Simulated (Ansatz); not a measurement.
A nudged elastic band was laid between two geometries of C3H5ClO (10 atoms, charge 0, multiplicity 1).

These are results of RKS PBE0/def2-SVP in Ansatz, not measurements.

```json
{
  "movable images": "5",
  "climbing image": "yes",
  "spring": "5.0 eV/Å²",
  "optimiser": "quadratic models (default)",
  "start path": "through a guess of the saddle point",
  "force threshold": "0.05 eV/Å",
  "iteration limit": "60",
  "end points": "relaxed"
}
```

Image 0:

```xyz
10
Properties=species:S:1:pos:R:3
C -1.028 -0.694 -0.975
C -0.337 -0.562 0.154
C 0.380 0.659 0.656
O 1.690 0.396 0.970
Cl 0.243 2.047 -0.518
H -1.143 0.146 -1.665
H -1.499 -1.645 -1.236
H -0.228 -1.411 0.841
H -0.096 1.037 1.572
H 2.102 -0.025 0.204
```

Image 6:

```xyz
10
Properties=species:S:1:pos:R:3
C -0.598 -1.106 -0.806
C -0.741 -0.113 0.071
C 0.416 0.568 0.737
O 1.644 0.254 0.235
Cl 0.099 2.379 0.648
H 0.391 -1.487 -1.077
H -1.466 -1.583 -1.267
H -1.732 0.248 0.362
H 0.437 0.359 1.816
H 1.633 0.430 -0.715
```

Q: What changes between the two ends?

A: No bond is made or broken. The dihedral C1–C2–C3–O4 goes from -127 to 10°.

Q: Give the energies along the band, and the barrier.

A: It converged. The highest image is number 3 of 0 to 6, 0.144 eV above the first end and 0.186 eV above the last; the last end lies 0.042 eV below the first. A vibrational analysis at the climbing image gives one clearly imaginary mode, 133i cm⁻¹: a first-order saddle point.

| image | path coordinate (Å) | energy (eV) | dihedral C1–C2–C3–O4 (°) |
| --- | --- | --- | --- |
| 0 | 0.00 | 0.000 | -127 |
| 1 | 0.76 | 0.030 | -100 |
| 2 | 1.52 | 0.102 | -76 |
| 3 | 2.28 | 0.144 | -53 |
| 4 | 2.99 | 0.103 | -33 |
| 5 | 3.69 | 0.009 | -12 |
| 6 | 4.40 | -0.042 | 10 |

Q: What is the geometry of the highest image?

A: 
```xyz
10
Properties=species:S:1:pos:R:3
C -0.703 -0.812 -0.980
C -0.580 -0.424 0.288
C 0.416 0.602 0.767
O 1.711 0.353 0.413
Cl -0.132 2.256 0.170
H -0.112 -0.363 -1.787
H -1.421 -1.581 -1.273
H -1.219 -0.866 1.060
H 0.389 0.704 1.858
H 1.735 0.080 -0.512
```

Q: What are the harmonic wavenumbers there?

A: 133i, 242, 260, 335, 424, 546, 657, 744, 929, 948, 1006, 1043, 1176, 1250, 1302, 1327, 1420, 1446, 1736, 3156, 3167, 3199, 3264, 3855 cm⁻¹.

The band took 14 iterations and roughly 6 core-minutes.

Run time: 3.1 min on 2 threads of Arm Neoverse V1, on a shared host, peak memory 0.21 GiB.
